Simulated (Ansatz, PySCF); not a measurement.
difluoromethane cation (CH₂F₂), SMILES FCF (connectivity only; charge and spin as stated), charge +1, multiplicity 2. Atoms are numbered in the order given.

```xyz
5

F     -1.0869     0.0000    -0.2894
C      0.0000     0.0000     0.3884
F      1.0869     0.0000    -0.2894
H      0.0000     0.8244     1.2193
H      0.0000    -0.8244     1.2193
```
Charge +1, spin multiplicity 2.

The structure is a stationary point at B3LYP-D3(BJ)/def2-TZVP. The spin state was assumed, not searched.

Two levels are set side by side: PBE-D3(BJ)/def2-TZVP (Ansatz, a first-principles code) and B3LYP-D3(BJ)/def2-TZVP (Ansatz). Each level has its own optimised geometry; the coordinates shown are those of the second. Frequencies come from the Hessian of PySCF at each geometry. Differences are taken from unrounded values.

| quantity | B3LYP-D3(BJ) | PBE-D3(BJ) | PBE-D3(BJ) minus B3LYP-D3(BJ) |
|---|---|---|---|
| mean bond length (Å) | 1.226 | 1.234 | 0.008 |
| bond F1–C2 (Å) | 1.281 | 1.297 | 0.016 |
| bond C2–F3 (Å) | 1.281 | 1.297 | 0.016 |
| bond C2–H4 (Å) | 1.171 | 1.171 | 0.000 |
| bond C2–H5 (Å) | 1.171 | 1.171 | 0.000 |
| highest harmonic wavenumber (cm⁻¹) | 2479 | 2466 | -12 |
| mean harmonic wavenumber (cm⁻¹) | 1290 | 1270 | -20 |
| zero-point energy (kcal/mol) | 16.59 | 16.33 | -0.26 |

GGA bonds tend to be longer and softer than those of functionals with exact exchange. Differences between two approximate levels are no errors against the true value.
